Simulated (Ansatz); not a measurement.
Breaking a bond: SH, doublet.

Levels of theory: UKS-PBE = unrestricted PBE/aug-cc-pVDZ (Ansatz, an electronic-structure program); ROCCSD = CCSD on ROHF/aug-cc-pVDZ, frozen core run with Ansatz; UKS-B3LYP = unrestricted B3LYP/aug-cc-pVDZ (Ansatz).

Energies are in eV, each relative to the lowest point of its own curve between 1.13 and 1.63 Å, where full CI is lowest.

| R / Å | UKS-PBE | ROCCSD | UKS-B3LYP |
|---|---|---|---|
| 0.98 | 3.923 | 3.860 | 3.819 |
| 1.06 | 2.098 | 2.034 | 2.018 |
| 1.13 | 1.093 | 1.037 | 1.034 |
| 1.19 | 0.548 | 0.502 | 0.505 |
| 1.25 | 0.219 | 0.185 | 0.190 |
| 1.28 | 0.117 | 0.091 | 0.096 |
| 1.32 | 0.034 | 0.019 | 0.023 |
| 1.37 | 0.000 | 0.000 | 0.000 |
| 1.42 | 0.027 | 0.042 | 0.038 |
| 1.47 | 0.101 | 0.131 | 0.122 |
| 1.55 | 0.290 | 0.343 | 0.327 |
| 1.63 | 0.537 | 0.609 | 0.588 |
| 1.73 | 0.891 | 0.980 | 0.959 |
| 1.82 | 1.229 | 1.324 | 1.311 |
| 2.00 | 1.900 | 1.980 | 2.007 |
| 2.20 | 2.566 | 2.595 | 2.661 |
| 2.40 | 3.053 | — | 3.096 |
| 2.66 | 3.399 | — | 3.410 |
| 2.98 | 3.591 | — | 3.591 |
| 3.43 | 3.694 | — | 3.689 |
| 3.97 | 3.731 | — | 3.723 |
| 4.59 | 3.742 | — | 3.732 |

At the longest distance, 4.59 Å, UKS-PBE lies highest above its minimum (3.742 eV) and UKS-B3LYP lowest (3.732 eV).

Dashes: no converged value, or the column stops at the first point that the program doubted or that broke a chosen test of continuity, which isn't proof of a fault.

The unrestricted determinant behind UKS-PBE is spin-contaminated at 2.40 to 4.59 Å (<S²> up to 1.8, against 0.75 for a pure doublet). The T1 diagnostic of CCSD on the restricted reference of ROCCSD exceeds 0.045 at 2.40 Å. The unrestricted determinant behind UKS-B3LYP is spin-contaminated at 2.20 to 4.59 Å (<S²> up to 1.8, against 0.75 for a pure doublet).
